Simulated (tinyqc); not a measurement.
Inside a calculation. Method: RHF in the sto-3g basis, for LiH, spin multiplicity 1. One step of it, computed by the program tinyqc.

Problem. Iteration 3: DIIS coefficients. Solve [B -1; -1 0][c; lambda] = [0; -1] for the coefficients, which sum to one.

B (overlaps of the stored error matrices):
```
               1              2
1  1.4890984e-02  6.0207010e-03
2  6.0207010e-03  2.5067390e-03
```

Give: DIIS coefficients.

Solution.

DIIS coefficients: -0.656  1.656
